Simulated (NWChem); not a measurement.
# C3H7N (azetidine) at 3 levels

We compute a comparison of 3 runs (HF/6-311G**, B3LYP/6-31G*, PBE/cc-pVTZ) of C3H7N (azetidine). 

The results are computed with NWChem 7.3.0.

### Step 1. The molecule

C3H7N: 11 atoms, total charge 0, spin state singlet. As SMILES, `C1CNC1`. The coordinates come from a PBE0-D4/def2-TZVP relaxation.

Bond lengths: C1–C2 1.537 Å, C2–N3 1.472 Å, C1–C4 1.537 Å, N3–C4 1.472 Å, C1–H5 1.090 Å, C1–H6 1.089 Å, C2–H7 1.099 Å, C2–H8 1.093 Å, N3–H9 1.012 Å, C4–H10 1.099 Å, C4–H11 1.093 Å. Some angles: C1–C2–N3 88.6°, C2–C1–C4 85.6°, C2–N3–C4 90.4°, C1–C4–N3 88.6°, C1–C2–H7 111.6°, C1–C2–H8 118.0°, N3–C2–H7 114.1°, N3–C2–H8 114.8°, C2–C1–H5 112.1°, C2–C1–H6 117.8°.

### Step 2. Energy and gradient at HF/6-311G(d,p) (run 1)

geom.nw

```
start geom
memory 2200 mb

geometry units angstroms noautosym nocenter noautoz
  C       -0.695400       0.475810      -0.497970
  C       -0.594330      -0.329730       0.806540
  N        0.647910      -0.931170       0.296130
  C        0.802540       0.175340      -0.661540
  H       -1.300640      -0.032390      -1.248690
  H       -0.999030       1.519150      -0.427920
  H       -0.450250       0.325550       1.676690
  H       -1.391130      -1.043390       1.031510
  H        1.395250      -1.041810       0.969150
  H        1.423960       1.003210      -0.293070
  H        1.161100      -0.120580      -1.650830
end

basis "ao basis" spherical bse
  C library 6-311G**
  N library 6-311G**
  H library 6-311G**
end

scf
  thresh 1e-08
  maxiter 80
end

task scf gradient
```

Launch:

```sh
$ nwchem geom.nw > geom.out
```

The program printed:

```text
[...]
  functions       =   114
[...]
  wavefunction    = RHF
[...]
         Total SCF energy =   -172.123308263925
      One-electron energy =   -488.262717020840
      Two-electron energy =    186.787652880453
 Nuclear repulsion energy =    129.351755876461
        Time for solution =     18.4s
[...]
                         RHF ENERGY GRADIENTS
    atom               coordinates                        gradient
                 x          y          z           x          y          z
   1 C      -1.314115   0.899151  -0.941027    0.005302  -0.003031   0.004003
   2 C      -1.123121  -0.623099   1.524140    0.003187   0.002057  -0.006054
   3 N       1.224372  -1.759656   0.559605   -0.007800  -0.002112  -0.008148
   4 C       1.516581   0.331345  -1.250129   -0.006022  -0.001269   0.003632
   5 H      -2.457853  -0.061208  -2.359682   -0.002484  -0.002526  -0.003232
   6 H      -1.887893   2.870777  -0.808652   -0.001027   0.004229   0.000479
   7 H      -0.850849   0.615200   3.168485    0.000294   0.004118   0.004257
   8 H      -2.628855  -1.971721   1.949271   -0.004475  -0.003747   0.001133
   9 H       2.636640  -1.968735   1.831428    0.008514  -0.001230   0.007677
  10 H       2.690894   1.895792  -0.553822    0.002700   0.004986   0.001726
  11 H       2.194161  -0.227863  -3.119616    0.001809  -0.001477  -0.005472
[...]
```

Run time: 23 s. Hardware: 1 thread of Intel Xeon 6975P-C (Granite Rapids), shared host; peak memory 0.11 GiB.

### Step 3. Energy and forces at B3LYP/6-31G(d) (spherical functions) (run 2)

sp.nw

```
start sp
memory 2200 mb

geometry units au noautosym nocenter noautoz
  C     -1.31411555     0.89915059    -0.94102692
  C     -1.12312093    -0.62309940     1.52413971
  N      1.22437245    -1.75965628     0.55960460
  C      1.51658080     0.33134458    -1.25012942
  H     -2.45785339    -0.06120823    -2.35968211
  H     -1.88789309     2.87077744    -0.80865160
  H     -0.85084919     0.61520034     3.16848490
  H     -2.62885470    -1.97172134     1.94927139
  H      2.63664038    -1.96873557     1.83142807
  H      2.69089441     1.89579215    -0.55382204
  H      2.19416100    -0.22786318    -3.11961658
end

basis spherical bse
  * library 6-31G*
end

dft
  xc b3lyp
  mult 1
  grid xfine
  convergence energy 1e-08
  maxiter 100
  mulliken
end

task dft gradient
```

Launch:

```sh
$ nwchem sp.nw > sp.out
```

The program printed:

```text
[...]
          Wavefunction type:  closed shell.
          No. of atoms     :    11
          No. of electrons :    32
[...]
          Charge           :     0
          Spin multiplicity:     1
[...]
          AO basis - number of functions:    70
[...]
              XC Information
              --------------
                         B3LYP Method XC Potential
                     Hartree-Fock (Exact) Exchange  0.200
                        Slater Exchange Functional  0.800 local
                    Becke 1988 Exchange Functional  0.720 non-local
              Lee-Yang-Parr Correlation Functional  0.810
                  VWN I RPA Correlation Functional  0.190 local
[...]
 d= 0,ls=0.0,diis     1   -173.1887719579 -3.03D+02  1.03D-02  3.76D-01     3.3
[...]
 d= 0,ls=0.0,diis     8   -173.2342013461 -4.15D-09  2.66D-06  2.97D-08    22.8
         Total DFT energy =     -173.234201346124
      One electron energy =     -488.702783280951
           Coulomb energy =      211.993169274657
    Exchange-Corr. energy =      -25.876333842615
 Nuclear repulsion energy =      129.351746502784
[...]
  wavefunction    = closed shell
                         DFT ENERGY GRADIENTS
    atom               coordinates                        gradient
                 x          y          z           x          y          z
   1 C      -1.314116   0.899151  -0.941027    0.004392  -0.002899   0.003182
   2 C      -1.123121  -0.623099   1.524140    0.002857   0.000604  -0.005088
   3 N       1.224372  -1.759656   0.559605   -0.000686   0.007308   0.001861
   4 C       1.516581   0.331345  -1.250129   -0.004679  -0.002117   0.002838
   5 H      -2.457853  -0.061208  -2.359682    0.001545   0.000552   0.001660
   6 H      -1.887893   2.870777  -0.808652    0.000869  -0.002442  -0.000013
   7 H      -0.850849   0.615200   3.168485    0.000594  -0.001369  -0.002304
   8 H      -2.628855  -1.971721   1.949271    0.001918   0.001604  -0.001069
   9 H       2.636640  -1.968736   1.831428   -0.003827   0.000516  -0.003464
  10 H       2.690894   1.895792  -0.553822   -0.001662  -0.002187   0.000065
  11 H       2.194161  -0.227863  -3.119617   -0.001321   0.000431   0.002332
[...]
```

Wall time 28 s (1 thread of Intel Xeon 6975P-C (Granite Rapids), shared host); peak memory 0.15 GiB.

### Step 4. Energy and gradient at PBE/cc-pVTZ (run 3)

mol.nw

```
start mol
memory stack 880 mb heap 220 mb global 1100 mb
charge 0

geometry noautosym nocenter noautoz
  C       -0.695400       0.475810      -0.497970
  C       -0.594330      -0.329730       0.806540
  N        0.647910      -0.931170       0.296130
  C        0.802540       0.175340      -0.661540
  H       -1.300640      -0.032390      -1.248690
  H       -0.999030       1.519150      -0.427920
  H       -0.450250       0.325550       1.676690
  H       -1.391130      -1.043390       1.031510
  H        1.395250      -1.041810       0.969150
  H        1.423960       1.003210      -0.293070
  H        1.161100      -0.120580      -1.650830
end

basis spherical bse
  * library cc-pVTZ
end

dft
  xc xpbe96 cpbe96
  grid fine
  convergence energy 1e-08
  iterations 100
  mulliken
end

task dft gradient
```

Launch:

```sh
$ nwchem mol.nw > mol.out
```

The program printed:

```text
[...]
          Wavefunction type:  closed shell.
          No. of atoms     :    11
          No. of electrons :    32
[...]
          Charge           :     0
          Spin multiplicity:     1
[...]
          AO basis - number of functions:   218
[...]
              XC Information
              --------------
          PerdewBurkeErnzerhof Exchange Functional  1.000
            Perdew 1991 LDA Correlation Functional  1.000 local
           PerdewBurkeErnz. Correlation Functional  1.000 non-local
[...]
 d= 0,ls=0.0,diis     1   -173.0194914706 -3.02D+02  3.83D-03  6.28D-01    14.1
[...]
 d= 0,ls=0.0,diis    10   -173.0674685494 -2.83D-09  9.71D-08  7.05D-10   126.9
         Total DFT energy =     -173.067468549426
      One electron energy =     -488.689349483037
           Coulomb energy =      211.869186598300
    Exchange-Corr. energy =      -25.599061541150
 Nuclear repulsion energy =      129.351755876461
[...]
  wavefunction    = closed shell
                         DFT ENERGY GRADIENTS
    atom               coordinates                        gradient
                 x          y          z           x          y          z
   1 C      -1.314115   0.899151  -0.941027    0.002420  -0.001950   0.001633
   2 C      -1.123121  -0.623099   1.524140    0.002814  -0.000146  -0.003175
   3 N       1.224372  -1.759656   0.559605   -0.000140   0.008981   0.002957
   4 C       1.516581   0.331345  -1.250129   -0.002641  -0.002116   0.002564
   5 H      -2.457853  -0.061208  -2.359682    0.002470   0.001766   0.002958
   6 H      -1.887893   2.870777  -0.808652    0.001293  -0.004000  -0.000146
   7 H      -0.850849   0.615200   3.168485    0.000061  -0.003074  -0.004033
   8 H      -2.628855  -1.971721   1.949271    0.003668   0.002930  -0.001382
   9 H       2.636640  -1.968735   1.831428   -0.005292   0.000789  -0.004765
  10 H       2.690894   1.895792  -0.553822   -0.002793  -0.004108  -0.001037
  11 H       2.194161  -0.227863  -3.119616   -0.001860   0.000929   0.004425
[...]
```

Wall time 2.8 min (1 thread of Intel Xeon 6975P-C (Granite Rapids), shared host); peak memory 0.15 GiB.

### Step 5. Overview of the runs

| run | level | iteration cap | module | energy (Eh) | dipole moment (D) | HOMO energy (eV) | LUMO energy (eV) | wall time |
| --- | --- | --- | --- | --- | --- | --- | --- | --- |
| 1 | HF/6-311G** | 80 | scf | -172.123308 | 1.36 | -10.01 | 4.20 | 23 s |
| 2 | B3LYP/6-31G* (spherical functions) | 100 | dft | -173.234201 | 1.25 | -5.91 | 2.33 | 28 s |
| 3 | PBE/cc-pVTZ | 100 | dft | -173.067469 | 1.10 | -4.98 | 0.43 | 2.8 min |

### Step 6. Summary of results

| quantity | value |
| --- | --- |
| run 3: total energy | -173.06747 Eh |
| run 3: dipole moment | 1.10 D |
| run 3: HOMO energy | -4.98 eV |
| run 3: LUMO energy | 0.43 eV |
| run 3: HOMO–LUMO gap | 5.42 eV |
| run 3: largest force on an atom | 0.486 eV/Å |

What this shows: The dipole moment (its size) runs from 1.10 D (PBE/cc-pVTZ) to 1.36 D (HF/6-311G**). The two ends differ in method and basis. The HOMO–LUMO gap runs from 5.42 eV (PBE/cc-pVTZ) to 14.21 eV (HF/6-311G**). Totals of different functionals can't be ranked against each other. All runs together took 3.6 min, the longest 2.8 min.
